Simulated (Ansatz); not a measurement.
Results of PBE-D4 (Ansatz, an electronic-structure program, plane waves, PAW) for fcc Cu.

Run with plane-wave cutoff 520 eV, 26×26×26 k mesh, Fermi–Dirac smearing 0.05 eV, no spin polarisation, scalar-relativistic PAW data made under PBE.

Computed points:

```tsv
V (Å³/atom)	E − E_lowest (meV/atom)
10.716	23.75
10.944	10.10
11.172	2.41
11.400	0.00
11.628	2.26
11.856	8.67
12.084	18.75
```

Task: Estimate the bulk modulus and its pressure derivative from these points.

Result: V0 = 11.399 Å³/atom, B0 = 164 GPa, B′ = 5.0 (fit to the energies at full precision).

Measured, for comparison: bulk modulus 144 GPa (0 K value with the zero-point phonon effect removed, our sources range from 140 to 145; as tabulated in Mejia-Rodriguez and Trickey (2018), arXiv:1807.09216); equilibrium volume per atom 11.62 Å³/atom (low-temperature or extrapolated to 0 K; zero-point anharmonic expansion removed; as tabulated in Csonka et al. (2009), arXiv:0903.4037). Computed (rounded) less measured: bulk modulus +14 % (+13 % to +17 % over the range), equilibrium volume per atom -1.9 %.

Cost on a shared machine: roughly 60 core-seconds.
